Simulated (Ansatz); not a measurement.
# C2H3Al (ethynylalumane): levels of theory compared

We compute a comparison of 4 runs (HF/def2-TZVP, BHLYP/def2-TZVP, PBE/def2-TZVP, CCSD(T)/def2-TZVP) of C2H3Al (ethynylalumane). 

The calculation is run with Ansatz 0.2.0.

37 further runs of the same task are left out: 1 that didn't finish, 36 set aside as unsound or not needed. Runs told in other sessions of the task aren't counted.

## 1. The structure to begin with

The species is C2H3Al (6 atoms), meant as a singlet with charge 0. SMILES: `C#[C][AlH2]`. The C1–C2 distance was set to 2.664 Å, away from the relaxed value. At this shape a bond of the SMILES string is far longer than usual.

Bond lengths: C2–Al3 1.906 Å, C1–H4 1.067 Å, Al3–H5 1.580 Å, Al3–H6 1.580 Å. Angles: C2–Al3–H5 118.8°, C2–Al3–H6 118.8°, H5–Al3–H6 122.4°.

## 2. The energy at HF/def2-TZVP (run 1)

File input.yaml:

```yaml
crystal:
  periodic: [false, false, false]
  atoms:
    - {symbol: C, position_ang: [-1.424834, -2.925668, -0.528378]}
    - {symbol: C, position_ang: [-0.266100, -0.564200, -0.106200]}
    - {symbol: Al, position_ang: [0.564800, 1.124200, 0.195000]}
    - {symbol: H, position_ang: [-1.889034, -3.871168, -0.697678]}
    - {symbol: H, position_ang: [1.356700, 1.804700, -0.990500]}
    - {symbol: H, position_ang: [0.436600, 1.792000, 1.621000]}
basis:
  gaussian:
    orbitals: def2-TZVP
hamiltonian:
  xc: hf
output: {orbitals: {seedname: orbitals}}
accuracy: high
```

The run is started by

```
$ ansatz run input.yaml --threads 1 --pin off --max-ram 3480MiB --events-out events.jsonl --progress --plain --runs-dir runs
```

The log of the run:

```text
Warning: RAYON_NUM_THREADS=1 ignored (pool sized by the plan → 1); use --threads N
Functional definition: HF
  name "HF"
  exchange = exact_x
  correlation = 0
1904 factors; integrals over basis functions are off by at most 2.0e-8 eV
mean field evaluation 1: about -8673.8529 eV, gradient 2.5e1 eV
mean field evaluation 2: about -8673.8607 eV, gradient 2.5e1 eV
mean field evaluation 4: about -8677.1303 eV, gradient 3.9e0 eV
mean field evaluation 8: about -8677.2949 eV, gradient 8.0e-1 eV
mean field evaluation 16: about -8677.2989 eV, gradient 6.1e-7 eV
mean field evaluation 32: about -8674.8122 eV, gradient 2.4e1 eV
mean field evaluation 64: about -8677.0545 eV, gradient 9.3e-1 eV
mean field evaluation 96: about -8676.3580 eV, gradient 1.3e0 eV
mean field evaluation 128: about -8658.6361 eV, gradient 6.6e1 eV
mean field evaluation 160: about -8675.8352 eV, gradient 1.1e0 eV
mean field evaluation 192: about -8675.4792 eV, gradient 2.7e0 eV
mean field evaluation 224: about -8677.2156 eV, gradient 8.9e-1 eV
mean field evaluation 256: about -8677.1721 eV, gradient 9.5e-1 eV
mean field -8677.29892893 eV, -318.8848539537 hartree, gradient 1.3e-8 eV, S^2 0.000000; 3 other end points of the search recorded, 0 dependent functions left out
reference -8677.29892893 eV, -318.8848539537 hartree; 14, 14 occupied and 103, 103 virtual orbitals, 1904 factors
Total energy: -8677.29892893 eV, -318.8848539537 hartree
```

It took 12 s on 1 thread of Intel Xeon Platinum 8259CL at 2.50GHz (Skylake/Cascade Lake), shared host; peak memory 0.3 GiB.

## 3. The energy at BHLYP/def2-TZVP (run 2)

File molecule.yaml:

```yaml
crystal:
  periodic: [false, false, false]
  atoms:
    - symbol: C
      position_ang: [-1.424834, -2.925668, -0.528378]
    - symbol: C
      position_ang: [-0.266100, -0.564200, -0.106200]
    - symbol: Al
      position_ang: [0.564800, 1.124200, 0.195000]
    - symbol: H
      position_ang: [-1.889034, -3.871168, -0.697678]
    - symbol: H
      position_ang: [1.356700, 1.804700, -0.990500]
    - symbol: H
      position_ang: [0.436600, 1.792000, 1.621000]
basis:
  gaussian:
    orbitals: def2-TZVP
hamiltonian:
  xc: {name: BHLYP}
accuracy: high
output: {orbitals: {seedname: orbitals}}
```

The run is started by

```
$ ansatz run molecule.yaml --threads 1 --pin off --max-ram 3480MiB --events-out events.jsonl --progress --plain --runs-dir runs
```

The log of the run:

```text
Warning: RAYON_NUM_THREADS=1 ignored (pool sized by the plan → 1); use --threads N
Functional definition: BHLYP
  name "BHLYP"
  parameter a = 0.5
  exchange = (1 - a)*b88_x + a*exact_x
  correlation = lyp_c
1904 factors; integrals over basis functions are off by at most 2.0e-8 eV
mean field evaluation 1: about -8699.7081 eV, gradient 3.2e1 eV
mean field evaluation 2: about -8624.4616 eV, gradient 1.1e2 eV
mean field evaluation 4: about -8704.0329 eV, gradient 8.0e0 eV
mean field evaluation 8: about -8704.2574 eV, gradient 5.1e-1 eV
mean field evaluation 16: about -8704.2592 eV, gradient 7.2e-4 eV
mean field evaluation 32: about -8704.2592 eV, gradient 4.6e-5 eV
mean field evaluation 64: about -8703.3420 eV, gradient 9.5e0 eV
mean field -8704.25915366 eV, -319.8756239382 hartree, gradient 4.9e-8 eV, S^2 0.000000; 4 other end points of the search recorded, 0 dependent functions left out
reference -8704.25918292 eV, -319.8756250135 hartree; 14, 14 occupied and 103, 103 virtual orbitals, 1904 factors
Total energy: -8704.25918292 eV, -319.8756250135 hartree
```

Run time: 17 s. Hardware: 1 thread of Intel Xeon Platinum 8259CL at 2.50GHz (Skylake/Cascade Lake), shared host; peak memory 0.33 GiB.

Run 3 isn't shown in full; the table further down has it.

## 4. A single-point energy at CCSD(T)/def2-TZVP (run 4)

File job.yaml:

```yaml
crystal:
  periodic: [false, false, false]
  atoms:
    - {symbol: C, position_ang: [-1.424834, -2.925668, -0.528378]}
    - {symbol: C, position_ang: [-0.266100, -0.564200, -0.106200]}
    - {symbol: Al, position_ang: [0.564800, 1.124200, 0.195000]}
    - {symbol: H, position_ang: [-1.889034, -3.871168, -0.697678]}
    - {symbol: H, position_ang: [1.356700, 1.804700, -0.990500]}
    - {symbol: H, position_ang: [0.436600, 1.792000, 1.621000]}
basis:
  gaussian:
    orbitals: def2-TZVP
scf:
  omitted_lower_state_checks: [cluster_reference, increment]
correlation:
  method: ccsd_t
  frozen_orbitals: {Al: 5, C: 1, H: 0}
accuracy: high
```

The run is started by

```
$ ansatz run job.yaml --threads 1 --pin off --max-ram 3480MiB --events-out events.jsonl --progress --plain --runs-dir runs
```

The log of the run:

```text
Warning: RAYON_NUM_THREADS=1 ignored (pool sized by the plan → 1); use --threads N
[... 16 lines left out ...]
7 core orbitals not correlated: weight in the atoms' cores, before any rotation towards them, 1.000 or more for the frozen orbitals, at most 0.000 for the correlated occupied ones
[... 60 lines left out ...]
WARN: these amplitudes may be one of several solutions (largest doubles amplitude 0.56, level shift 5.17 eV)
Total energy: -8690.62475093 eV, -319.3745688795 hartree
Checks for a lower state left out: cluster_reference, increment
```

Wall time 40 s (1 thread of Intel Xeon Platinum 8259CL at 2.50GHz (Skylake/Cascade Lake), shared host); peak memory 1.1 GiB.

## 5. The series

| run | level | frozen core orbitals | energy (Eh) | wall time |
| --- | --- | --- | --- | --- |
| 1 | HF/def2-TZVP | – | -318.884854 | 12 s |
| 2 | BHLYP/def2-TZVP | – | -319.875625 | 17 s |
| 3 | PBE/def2-TZVP | – | -319.703387 | 24 s |
| 4 | CCSD(T)/def2-TZVP | 7 | -319.374569 | 40 s |

## 6. Results

| quantity | value |
| --- | --- |
| run 4: total energy | -319.37457 Eh |
| run 4: correlation energy (7 core orbitals frozen) | -489.7 mEh |
| run 4: (T) correction | -49.04 mEh |
| run 4: T1 diagnostic | 0.046 |

**Reading.** Totals of different functionals can't be ranked against each other. In run 4 the T1 diagnostic is large, so a single reference may not serve. In run 4 the log says that unrestricted orbitals would lower the reference, so the values rest on an unstable closed-shell determinant (other closed-shell runs at this shape may share the fault). In all runs a closed-shell determinant meets a far-stretched bond; if it breaks into open shells, such a determinant describes it badly, and no broken-symmetry solution was shown. All runs together took 93 s, the longest 40 s.
